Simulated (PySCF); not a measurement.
A geometry optimisation on `ClCl` (Cl2).

Computed with PBE0-D3(BJ)/def2-SVP geometry optimisation, gas phase (PySCF 2.14.0). Start geometry: GFN2-xTB. The input is one job of a driver script: a line of settings, then coordinates in Å.

Command:
```bash
OMP_NUM_THREADS=1 python probes_run.py task.json out
```

Input:
```
{"job": {"xc": "PBE0", "basis": "def2-SVP", "d3": "d3bj", "grid": 1, "shake": 0.01, "kind": "geom"}, "charge": 0, "multiplicity": 1}
Cl     1.030070    -0.028580     0.001500
Cl    -1.012580    -0.000230    -0.013630
```

Output:
```
step   0  E = -919.76294829  max force = 0.005764
step   1  E = -919.76302744  max force = 0.002429
step   2  E = -919.76304398  max force = 0.000104
step   3  E = -919.76304399  max force = 0.000016
optimisation converged
```

Energies in Eh; «max force» is the largest Cartesian gradient component in Eh/bohr.

Problem. How much energy does the optimisation release, in kJ/mol?

Solution. E(step 0) − E(last step) = 0.000096 Eh, which is 0.3 kJ/mol.

In short: final energy -919.76304 Eh after 3 steps; dipole 0.00 D.

Problem. Where do the atoms end?

Solution. 0.009 Å rms from the input after alignment:
```
atom  x, y, z in Å
Cl1    1.0215   -0.0287    0.0016
Cl2   -1.0040   -0.0001   -0.0137
```

Hardware: one thread of an Arm Neoverse V1, no GPU, shared host. Cost: 1.7 s of wall time, 0.25 GiB resident at most.
Labels such as C1 count atoms from 1, the log's own numbers from 0.
